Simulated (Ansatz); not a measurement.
System: diamond-structure Si. Method: PBE-D4 in Ansatz (plane waves, PAW).

Numerical settings: plane-wave cutoff 520 eV, 12×12×12 k mesh, Fermi–Dirac smearing 0.01 eV, scalar-relativistic PAW data made under PBE.

Equation-of-state points:

| V (Å³/atom) | E − E_lowest (meV/atom) | P (GPa) |
|---|---|---|
| 18.700 | 23.58 | 6.69 |
| 19.098 | 10.09 | 4.22 |
| 19.496 | 2.43 | 1.99 |
| 19.894 | 0.00 | 0.00 |
| 20.292 | 2.25 | -1.78 |
| 20.690 | 8.69 | -3.37 |
| 21.088 | 18.83 | -4.77 |

Problem. Fit the third-order Birch–Murnaghan equation and give B0 and B′.

Solution. V0 = 19.894 Å³/atom, B0 = 93.9 GPa, B′ = 4.6 (fit to the energies at full precision).

Measured, for comparison: bulk modulus 101 GPa (0 K value with zero-point phonon effects removed; as tabulated in Sun et al. (2011), doi:10.1103/physrevb.84.035117); equilibrium volume per atom 19.91 Å³/atom (static lattice: zero-point anharmonic expansion removed; as tabulated in Mejia-Rodriguez and Trickey (2018), arXiv:1807.09216). Computed (rounded) less measured: bulk modulus -7 %, equilibrium volume per atom -0.1 %.

Ansatz is a first-principles code.
